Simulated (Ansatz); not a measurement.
Relaxation of BFH₂ (4 atoms, charge 0, multiplicity 1), to a largest force component of 0.03 eV/Å in at most 50 steps.

Level of theory: Ansatz 0.2.0, RKS B3LYP-D4/6-31G*.

```xyz
4
Properties=species:S:1:pos:R:3:forces:R:3
B -0.845 0.000 0.214 0.27 0.00 0.08
H 1.328 0.000 1.194 -0.33 0.00 0.32
F 1.669 0.000 0.324 0.06 0.00 -0.41
H -0.916 0.000 -1.018 0.00 0.00 0.00
```

Task: Where does it end, and by what steps?

Result: It converged. After 13 steps the energy has fallen by 5.561 eV; H2 moved furthest, 1.20 Å. Parted: H2–F3 (0.93 → 2.16 Å). Joined: B1–H2 (2.38 → 1.20 Å), B1–F3 (2.52 → 1.32 Å).

| step | energy less start (eV) | largest force component (eV/Å) | accepted |
| --- | --- | --- | --- |
| 0 | 0.0000 | 0.407 | yes |
| 1 | -0.0768 | 0.295 | yes |
| 2 | -0.1364 | 0.441 | yes |
| 3 | -0.1000 | 1.395 | no |
| 4 | -0.1528 | 0.127 | yes |
| 5 | -0.1643 | 0.516 | yes |
| 6 | -0.2556 | 1.890 | yes |
| 7 | -0.9828 | 3.072 | yes |
| 8 | -2.6605 | 5.698 | yes |
| 9 | -4.4958 | 5.059 | yes |
| 10 | -5.0260 | 6.493 | yes |
| 11 | -5.5342 | 1.693 | yes |
| 12 | -5.5600 | 0.115 | yes |
| 13 | -5.5608 | 0.029 | yes |

```xyz
4
Properties=species:S:1:pos:R:3
B 0.262 0.000 0.198
H 0.144 0.000 1.389
F 1.486 0.000 -0.302
H -0.656 0.000 -0.571
```

Whether the end is a true minimum wasn't checked by a vibrational analysis.

Run time: 6.5 s on 1 thread of Intel(R) Xeon(R) 6975P-C (Granite Rapids) (shared host), peak memory 0.11 GiB.
